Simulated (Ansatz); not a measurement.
Geometry optimisation, Ansatz 0.2.0, RKS B3LYP-D4/cc-pVDZ.

Input:

```yaml
crystal:
  periodic: [false, false, false]
  atoms:
    - { symbol: "N", position_ang: [-0.9342, 0.8909, -0.3869] }
    - { symbol: C, position_ang: [0.2102, 0.3966, 0.232] }
    - { symbol: C, position_ang: [0.3547, -1.078, 0.4127] }
    - { symbol: O, position_ang: [1.1022, -0.3648, -0.6505] }
    - { symbol: H, position_ang: [-1.2391, 0.3265, -1.1986] }
    - { symbol: H, position_ang: [-0.7627, 1.8491, -0.8316] }
    - { symbol: H, position_ang: [0.7399, 1.0554, 0.9455] }
    - { symbol: H, position_ang: [1.0487, -1.4009, 1.2379] }
    - { symbol: H, position_ang: [-0.4313, -1.721, 0.2224] }
basis:
  gaussian: { orbitals: cc-pVDZ }
hamiltonian:
  xc: b3lyp
  dispersion: d4
relax:
  f_tol: 0.015
  max_steps: 40
output:
  orbitals: {}
```

Run as:

```bash
$ ansatz run input.yaml --threads 1 --pin off --max-ram 2048MiB --backend cpu --events-out ev --progress --plain --runs-dir out
```

Where does it end, and by what steps?

The run converged. After 5 steps the energy has fallen by 0.325 eV; H5 moved furthest, 0.18 Å.

```csv
step,energy less start (eV),largest force component (eV/Å),accepted
0,0.0000,3.350,yes
1,-0.2732,1.161,yes
2,-0.2961,0.792,yes
3,-0.3230,0.121,yes
4,-0.3245,0.039,yes
5,-0.3246,0.012,yes
```

```xyz
9
Properties=species:S:1:pos:R:3
N -0.941 0.942 -0.368
C 0.235 0.395 0.208
C 0.391 -1.044 0.426
O 1.154 -0.378 -0.599
H -1.337 0.293 -1.051
H -0.718 1.800 -0.876
H 0.732 1.090 0.895
H 0.965 -1.418 1.284
H -0.393 -1.725 0.065
```

The run took 16 s on 1 thread of Intel(R) Xeon(R) Platinum 8559C (Emerald Rapids) (shared host), peak memory 0.17 GiB.
